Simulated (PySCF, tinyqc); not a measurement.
Worked calculation: RHF in the sto-3g basis, for H2O, spin multiplicity 1. The lowest restricted solution is unstable here: a spin-polarised one lies 0.0046 hartree lower (PySCF). One step of it, computed by the program tinyqc.

Task: Orthogonalisation. S = U s U^T; canonical form X = U s^(-1/2), so that X^T S X = 1. Each column of U has its largest component positive (the first on a tie).

overlap S:
```
           1O 1s     1O 2s    1O 2px     1O 2py    1O 2pz     2H 1s      3H 1s
1O 1s   1.000000  0.236704  0.000000   0.000000  0.000000  0.023488   0.023488
1O 2s   0.236704  1.000000  0.000000   0.000000  0.000000  0.276170   0.276170
1O 2px  0.000000  0.000000  1.000000   0.000000  0.000000  0.000000   0.000000
1O 2py  0.000000  0.000000  0.000000   1.000000  0.000000  0.209269  -0.209269
1O 2pz  0.000000  0.000000  0.000000   0.000000  1.000000  0.156254   0.156254
2H 1s   0.023488  0.276170  0.000000   0.209269  0.156254  1.000000   0.100944
3H 1s   0.023488  0.276170  0.000000  -0.209269  0.156254  0.100944   1.000000
```

Give: eigenvalues of S; X.

Result:

eigenvalues of S: 0.5543  0.6493  0.8912  1.0000  1.1020  1.2498  1.5535

X:
```
              1        2        3       4        5        6       7
1O 1s   -0.4294   0.0000   0.6808  0.0000  -0.5978   0.0000  0.2419
1O 2s    0.9191   0.0000  -0.2653  0.0000  -0.2975   0.0000  0.4890
1O 2px   0.0000   0.0000   0.0000  1.0000   0.0000   0.0000  0.0000
1O 2py   0.0000   0.8004   0.0000  0.0000   0.0000   0.6836  0.0000
1O 2pz   0.3910   0.0000   0.6881  0.0000   0.6169   0.0000  0.2181
2H 1s   -0.5577  -0.6706  -0.2395  0.0000   0.2013   0.4079  0.3863
3H 1s   -0.5577   0.6706  -0.2395  0.0000   0.2013  -0.4079  0.3863
```
